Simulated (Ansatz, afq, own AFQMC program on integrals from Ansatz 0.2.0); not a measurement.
AFQMC on a folder of integrals that Ansatz 0.2.0 wrote.

```yaml
crystal:
  periodic: [false, false, false]
  atoms:
    - {symbol: O, position_ang: [0.000000, -0.101264, 0.500232]}
    - {symbol: C, position_ang: [0.000000, 0.073612, -0.752550]}
    - {symbol: H, position_ang: [0.000000, 0.730231, 1.027088]}
basis:
  gaussian: {orbitals: cc-pVQZ}
magnetization: {spin_polarized: true, initial_magnetization: 1}
correlation: {method: ccsd_t, electrons: outside_noble_gas, hamiltonian_folder: ham}
```

```sh
$ ansatz run in.yaml --threads 1 --pin off --events-out ev --progress --plain --max-ram 24576MiB --backend cuda --devices 0, --max-vram 18GiB
```

Options of the walk:

```
--method phaseless --trial cisd --walkers 200 --populations 10 --least-time 60 --time-step 0.005 --steps-per-block 50 --equilibration-blocks 28 --max-blocks 4000 --target-error 0.0002 --factor-cut 1e-05 --start spin_pure --seed 2241 --release-times 0.24,0.51,0.99,1.62,2.4 --release-step 0.03 --release-every 3 --taylor-order 6
```

Times are imaginary, in 1/Eh. The walk had a cap of 270 s. With eight or more populations the least sampling time is a fifth of least-time, and the error comes from their spread.

Output of the walk:

```
orbitals 138  electrons 6 5  factors 849 of 849
reference energy -113.25054963 Eh
CCSD correlation -0.38538023 Eh in 13 cycles, weight of the determinant in the CISD state 0.8905
energy of the start -113.635281 Eh
 block  time / (1/Eh)  mean weight  energy / Eh
     1     0.250  0.9986  -113.636413
     2     0.500  0.9973  -113.642982
     3     0.750  0.9999  -113.644748
     4     1.000  1.0021  -113.646839
     5     1.250  1.0003  -113.652589
     7     1.750  0.9983  -113.652232
     9     2.250  0.9989  -113.652368
    16     4.000  0.9992  -113.658041
    46    11.500  0.9988  -113.654037
    76    19.000  0.9990  -113.657478
   106    26.500  0.9996  -113.651412
   121    30.250  1.0028  -113.659638
   136    34.000  1.0000  -113.653589
   151    37.750  0.9974  -113.642773
   166    41.500  0.9988  -113.654215
   196    49.000  1.0017  -113.657935
   226    56.500  1.0018  -113.650961
   256    64.000  0.9971  -113.657924
   286    71.500  0.9991  -113.656571
   316    79.000  1.0021  -113.649883
   346    86.500  1.0017  -113.655498
   376    94.000  0.9996  -113.657608
   406   101.500  1.0001  -113.652343
   436   109.000  0.9981  -113.651658
   466   116.500  0.9965  -113.646472
   496   124.000  0.9989  -113.653848
   526   131.500  1.0016  -113.656842
   556   139.000  0.9981  -113.651150
   586   146.500  1.0010  -113.651720
   616   154.000  1.0007  -113.659569
   631   157.750  1.0049  -113.649058
error from the spread of 10 populations
released: time / (1/Eh)  energy / Eh  error  mean overlap
  0.24  -113.653157  0.000226  0.9912
  0.51  -113.652963  0.000207  0.9823
  0.99  -113.652721  0.000238  0.9741
  1.62  -113.652591  0.000292  0.9562
  2.40  -113.653402  0.000558  0.9159
energy -113.652639 +/- 0.000254 Eh
(rows thinned)
```

The run passed its tests (sampling time, drift between the halves within three errors, error under three times the target), which doesn't prove that it has relaxed, ending at its cap on processor time.

Against this walk (error 6.9 meV) on the same determinant: CCSD(T) 16.1 meV higher. The error is statistical and leaves out the bias of the constraint. Released to 1.62 1/Eh the energy moves by 1 ± 11 meV (both errors), within twice the noise.

Cautions: constraint bias not in the error; error above the target (6.9 against 5.4 meV); so few walkers bias the energy.

The walk took 4.5 min on 1 × NVIDIA H100 80GB HBM3 with 2 threads of AMD EPYC 7R13 Processor (Zen 3) (shared host) (the card was shared). The log's last line is the phaseless energy.

A walk keeps the symmetry of its determinant, which the program's search chose and which needn't be the lowest solution, so a lower state of the same spin and another symmetry isn't excluded.
